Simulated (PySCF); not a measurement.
C4H5ClO.
Z-matrix (Å and degrees, PBE0-D3(BJ)/def2-SVP geometry), rows numbered from 1:
```
O 
C   1  1.1831
Cl  2  1.8084  1  119.70
C   2  1.4753  1  126.42  3   179.96
C   4  1.5122  2  121.71  1   145.14
C   5  1.4818  4   60.66  2   110.29
H   4  1.0929  2  110.57  1     0.31
H   5  1.0922  4  116.62  6  -108.42
H   5  1.0925  4  115.89  6   110.55
H   6  1.0925  4  115.95  5  -110.56
H   6  1.0923  4  116.52  5   108.47
```

The closed-shell ground state was solved at several levels (PySCF, density fitting, gas phase, non-relativistic).

| level | basis functions | HOMO (eV) | LUMO (eV) | gap (eV) | dipole (D) |
| --- | --- | --- | --- | --- | --- |
| B97-2/pcSseg-2 | 293 | -8.12 | -1.06 | 7.06 | 3.53 |
| LC-wPBE/pcSseg-2 | 293 | -11.11 | 1.37 | 12.48 | 3.49 |
| CAM-B3LYP/pcSseg-2 | 293 | -9.80 | 0.18 | 9.98 | 3.55 |
| BHandHLYP/pcSseg-2 | 293 | -9.80 | 0.23 | 10.03 | 3.64 |

Estimate the row for wB97X-D/pcSseg-2, a basis of 293 functions; the other rows only guide the guess.

HOMO -10.26 eV, LUMO 0.85 eV, gap 11.11 eV, dipole 3.54 D.

Over all these levels, which gives the widest orbital gap and which the narrowest?

LC-wPBE/pcSseg-2 (range-separated hybrid) has the widest, 12.48 eV, and B97-2/pcSseg-2 (global hybrid, 21 % exact exchange) the narrowest, 7.06 eV. From the narrowest to the widest the HOMO moves by -2.99 eV and the LUMO by +2.43 eV.

How far do the dipole and the HOMO energy spread over the levels?

The dipole runs from 3.49 to 3.64 D (mean 3.55 D) and the HOMO from -11.11 to -8.12 eV.

One conformer stands for the species.
